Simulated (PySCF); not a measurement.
PySCF run on MgB

File input.py (PySCF 2.14):

```python
from pyscf import gto, scf, cc

mol = gto.M(
    atom='Mg 0 0 0; B 0 0 2.279',
    basis='jorge-dzp-dkh',
    charge=0,
    spin=1,
    verbose=4,
)
mf = scf.ROHF(mol)
mf = mf.sfx2c1e()
mf.kernel()
mycc = cc.CCSD(mf)
mycc.kernel()
mf.dip_moment()
print('orbital energies (hartree):', mf.mo_energy[..., max(0, mol.nelec[1]-3):mol.nelec[0]+3].round(4))
```

```bash
$ python input.py
```

It prints (some set-up lines and the per-cycle HOMO/LUMO lines with their warnings removed):

```
PySCF version 2.14.0

[INPUT] verbose = 4
[INPUT] num. atoms = 2
[INPUT] num. electrons = 17
[INPUT] charge = 0
[INPUT] spin (= nelec alpha-beta = 2S) = 1
[INPUT] symmetry False subgroup None
[INPUT] Mole.unit = angstrom
[INPUT] Symbol           X                Y                Z      unit          X                Y                Z       unit  Magmom
[INPUT]  1 Mg     0.000000000000   0.000000000000   0.000000000000 AA    0.000000000000   0.000000000000   0.000000000000 Bohr   0.0
[INPUT]  2 B      0.000000000000   0.000000000000   2.279000000000 AA    0.000000000000   0.000000000000   4.306685837884 Bohr   0.0

nuclear repulsion = 13.9318265270733
number of shells = 19
number of NR pGTOs = 73
number of NR cGTOs = 39
basis = jorge-dzp-dkh
ecp = {}

******** <class 'pyscf.x2c.sfx2c1e.sfX2C1eROHF'> ********
method = sfX2C1eROHF
initial guess = minao
damping factor = 0
level_shift factor = 0
DIIS = <class 'pyscf.scf.diis.CDIIS'>
diis_start_cycle = 1
diis_space = 8
diis_damp = 0
SCF conv_tol = 1e-09
SCF conv_tol_grad = None
SCF max_cycles = 50
direct_scf = True
direct_scf_tol = 1e-13
num. doubly occ = 8  num. singly occ = 1

******** <class 'pyscf.x2c.sfx2c1e.SpinFreeX2CHelper'> ********
approx = 1e
xuncontract = 1
Set gradient conv threshold to 3.16228e-05
init E= -224.43641386005

cycle= 1 E= -224.386556956551  delta_E= 0.0499  |g|= 0.159  |ddm|= 0.767
cycle= 2 E= -224.420451502732  delta_E= -0.0339  |g|= 0.117  |ddm|= 0.481
cycle= 3 E= -224.428247263385  delta_E= -0.0078  |g|= 0.033  |ddm|= 0.141
cycle= 4 E= -224.429977149635  delta_E= -0.00173  |g|= 0.0134  |ddm|= 0.102
cycle= 5 E= -224.430282678273  delta_E= -0.000306  |g|= 0.00379  |ddm|= 0.0416
cycle= 6 E= -224.430331591543  delta_E= -4.89e-05  |g|= 0.00159  |ddm|= 0.0179
cycle= 7 E= -224.430338093678  delta_E= -6.5e-06  |g|= 0.000374  |ddm|= 0.0074
cycle= 8 E= -224.43033869789  delta_E= -6.04e-07  |g|= 0.000157  |ddm|= 0.00312
cycle= 9 E= -224.430338768418  delta_E= -7.05e-08  |g|= 2.54e-05  |ddm|= 0.000847
cycle= 10 E= -224.430338770024  delta_E= -1.61e-09  |g|= 5.72e-06  |ddm|= 0.000202
cycle= 11 E= -224.430338770084  delta_E= -5.97e-11  |g|= 9.51e-07  |ddm|= 3.41e-05
Extra cycle  E= -224.430338770085  delta_E= -1.22e-12  |g|= 3.97e-07  |ddm|= 2.84e-06
converged SCF energy = -224.430338770085

WARN: RCCSD method does not support ROHF method. ROHF object is converted to UHF object and UCCSD method is called.

******** <class 'pyscf.cc.uccsd.UCCSD'> ********
CC2 = 0
CCSD nocc = (np.int64(9), np.int64(8)), nmo = (39, 39)
max_cycle = 50
direct = 0
conv_tol = 1e-07
conv_tol_normt = 1e-06
diis_space = 6
diis_start_cycle = 0
diis_start_energy_diff = 1e+09
Init t2, MP2 energy = -0.164134168904178
Init E_corr(UCCSD) = -0.166277666815293
cycle = 1  E_corr(UCCSD) = -0.186680571241791  dE = -0.0204029044  norm(t1,t2) = 0.104197
cycle = 2  E_corr(UCCSD) = -0.194855754479096  dE = -0.00817518324  norm(t1,t2) = 0.0522373
cycle = 3  E_corr(UCCSD) = -0.200769661601579  dE = -0.00591390712  norm(t1,t2) = 0.034332
cycle = 4  E_corr(UCCSD) = -0.202040318917693  dE = -0.00127065732  norm(t1,t2) = 0.0143468
cycle = 5  E_corr(UCCSD) = -0.201908300548385  dE = 0.000132018369  norm(t1,t2) = 0.0092042
cycle = 6  E_corr(UCCSD) = -0.202103774045932  dE = -0.000195473498  norm(t1,t2) = 0.00423188
cycle = 7  E_corr(UCCSD) = -0.202075720492914  dE = 2.8053553e-05  norm(t1,t2) = 0.0019808
cycle = 8  E_corr(UCCSD) = -0.202078767433291  dE = -3.04694038e-06  norm(t1,t2) = 0.00127048
cycle = 9  E_corr(UCCSD) = -0.202103123329481  dE = -2.43558962e-05  norm(t1,t2) = 0.00081528
cycle = 10  E_corr(UCCSD) = -0.202118146840808  dE = -1.50235113e-05  norm(t1,t2) = 0.000437909
cycle = 11  E_corr(UCCSD) = -0.202108454462057  dE = 9.69237875e-06  norm(t1,t2) = 0.000273194
cycle = 12  E_corr(UCCSD) = -0.202102061831394  dE = 6.39263066e-06  norm(t1,t2) = 0.000152414
cycle = 13  E_corr(UCCSD) = -0.202101158977415  dE = 9.02853979e-07  norm(t1,t2) = 0.000114262
cycle = 14  E_corr(UCCSD) = -0.202104147592254  dE = -2.98861484e-06  norm(t1,t2) = 8.26977e-05
cycle = 15  E_corr(UCCSD) = -0.202106455132984  dE = -2.30754073e-06  norm(t1,t2) = 4.72662e-05
cycle = 16  E_corr(UCCSD) = -0.202106597203335  dE = -1.42070351e-07  norm(t1,t2) = 2.78471e-05
cycle = 17  E_corr(UCCSD) = -0.202105720058573  dE = 8.77144762e-07  norm(t1,t2) = 1.57319e-05
cycle = 18  E_corr(UCCSD) = -0.202105176409914  dE = 5.4364866e-07  norm(t1,t2) = 8.57175e-06
cycle = 19  E_corr(UCCSD) = -0.202105083397726  dE = 9.30121881e-08  norm(t1,t2) = 3.7823e-06
cycle = 20  E_corr(UCCSD) = -0.202105119364969  dE = -3.59672437e-08  norm(t1,t2) = 1.48934e-06
cycle = 21  E_corr(UCCSD) = -0.202105128944129  dE = -9.57916008e-09  norm(t1,t2) = 9.97766e-07
UCCSD converged
E(UCCSD) = -224.6324438990295  E_corr = -0.2021051289441294
Dipole moment(X, Y, Z, Debye): -0.00000, -0.00000, -1.62029
orbital energies (hartree): [-2.2934 -0.5238 -0.245  -0.0907  0.0121  0.0159  0.0653]
```

In short: E(SCF) = -224.430339 Eh, 11 cycles, E(CCSD) − E(SCF) = -0.20211 Eh, μz(SCF) = -1.62 D.

Wall time 4.5 s on one thread of a shared host.

The bond length is a typed value, not an optimised one. No search for the lowest solution was made.
